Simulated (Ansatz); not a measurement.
Saddle point of CH8OSi, singlet (SiH₄O ([OH][SiH3]) + CH₄ → CH₆Si ([CH3][SiH3]) + H₂O; bonds formed: Si1–C7, O2–H6; bonds broken: Si1–O2, H6–C7), PBE0-D4/def2-TZVP structure:

```
atom    x (Å)    y (Å)    z (Å)
 Si1  -0.9675   0.1236   0.3145
  O2   0.4912   1.0366   1.0930
  H3  -1.5319  -1.1506  -0.2364
  H4  -1.6012   0.0654   1.6774
  H5  -1.5355   1.2378  -0.4744
  H6   0.8968   0.3469   0.2378
  C7   0.7573  -0.4862  -0.9159
  H8   0.6858   0.7846   2.0023
  H9   0.8488  -1.5593  -0.7518
 H10   0.1914  -0.3112  -1.8324
 H11   1.7646  -0.0878  -1.1141
```

Energies are electronic, without zero-point energy. Barriers and step energies count from the start structure reached by relaxing down the imaginary mode; all methods use the PBE0-D4 structures, on which another method's saddle can fall below an end. Computed with Ansatz 0.2.0 (basis: def2-TZVPP, with def2-QZVPP for the basis limit); correlated methods freeze the cores. B3LYP uses VWN-RPA correlation. Extrapolation: Hartree–Fock as exp(−7.88 √X), correlation as X^−2.97.

| method | barrier (kJ/mol) | step energy (kJ/mol) |
| --- | --- | --- |
| SPW92 | 210.0 | 69.5 |
| PBE-D4 | 250.3 | 73.6 |
| BLYP-D4 | 280.7 | 85.6 |
| r2SCAN-D4 | 271.9 | 83.8 |
| B97M-V | 292.8 | 85.2 |
| PBE0-D4 | ? | 76.8 |
| B3LYP-D4 | ? | 87.7 |
| r2SCAN0-D4 | 283.8 | 84.2 |
| BHLYP-D4 | 319.2 | 92.6 |
| CAM-B3LYP-D4 | 298.3 | 90.0 |
| wB97X-V | 292.4 | 84.1 |
| wB97M-V | ? | 82.5 |
| B2PLYP | 300.6 | 90.2 |
| PBE-QIDH | 286.7 | 82.6 |
| RPA on PBE | 297.4 | 86.1 |
| HF | 384.7 | 104.3 |
| MP2 | 290.3 | 86.7 |
| CCSD | 310.7 | 86.9 |
| CCSD(T) | 296.9 | 84.5 |

Fill in the withheld barriers. (To be estimated.)

Computed: wB97M-V 285.1; PBE0-D4 270.5; B3LYP-D4 294.5 kJ/mol. Each is the energy of the saddle less that of the start structure, by the same method.

For comparison, the barrier by CCSD(T) at an estimated basis limit (MP2 extrapolated from triple and quadruple zeta, plus CCSD(T) − MP2 in triple zeta) is 295.8 kJ/mol.

The T1 diagnostic stays at or below 0.012.

Labels in which every atom is bracketed show which atoms are joined, not bond orders.

For scale, one of the runs: CCSD(T)/def2-TZVPP, 216 basis functions, launched by `ansatz run in.yaml --threads 4 --pin off --events-out ev --progress --plain --max-ram 9574MiB`. Time: 43 s of wall clock on 4 CPU threads of an Arm Neoverse V2; the host was shared. Peak host memory: 3.2 GiB.
